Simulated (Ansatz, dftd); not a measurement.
System: C2H3O2, charge 0, doublet. C2H3O2 (SMILES OC([CH2])=O, doublet).
B3LYP-D3(BJ)/def2-TZVP minimum from Ansatz (a first-principles code):
```xyz
7

C      0.0433     0.0886    -0.0502
O      0.2842     1.1633    -0.5641
O     -1.1757    -0.2094     0.4758
H     -1.7337     0.5723     0.3459
C      0.9861    -0.9936     0.0729
H      0.7081    -1.9254     0.5416
H      1.9810    -0.8476    -0.3170
```
Charge 0, spin multiplicity 2.

Quantity: atomisation energy (electronic, to ground-state atoms), in kJ/mol. UHF or UKS for unpaired electrons; spin-orbit terms are left out. Correlated methods leave the cores frozen. Rows without X2C or -DK are non-relativistic. CBS(X,Y): correlation extrapolated as X^-3, Hartree-Fock from the larger set. A bracket is a step between two methods taken in the basis named. The functionals are non-relativistic, so their misses hold any scalar relativity. Double hybrids freeze cores in their MP2 part. '+ core + X2C': CCSD(T) terms for core correlation (cc-pwCVTZ) and scalar relativity (cc-pVTZ-DK). For partners of very few electrons the exact lower level stands in for a higher one. The UHF reference of C2H3O2 ([CH2]C(=O)O, doublet) is spin-contaminated (<S^2> up to 0.06 over the pure value in the sets run).

Compared with CCSD(T)/CBS(cc-pVTZ,cc-pVQZ) + [CCSDT(Q) - CCSD(T)]/cc-pVDZ + core + X2C (Ansatz): 2922.4 kJ/mol.

Costs are rough ratios of core time, to one figure, on one kind of shared machine, summed over the single points of the molecules; atoms, geometries and frequencies are left out. The first row took roughly 20 core seconds; short runs hold start-up time.

```
level                         program  cost relative to the first row  difference (kJ/mol)
---------------------  --------------  ------------------------------  -------------------
PBE-D3(BJ)/def2-TZVPD  Ansatz + dftd3                               1                122.7
B2GP-PLYP/def2-TZVPD           Ansatz                               1                -48.1
B2PLYP/def2-TZVPD              Ansatz                               1                -34.2
wB97X-V/def2-TZVPD             Ansatz                               1                 -4.2
wB97M-V/def2-TZVPD             Ansatz                               1                  0.7
CCSDT(Q)/cc-pVDZ               Ansatz                             100               -248.1
```

The dearest row costs roughly 100 times the first. Costs within a factor of two don't rank. The table holds for this case alone.
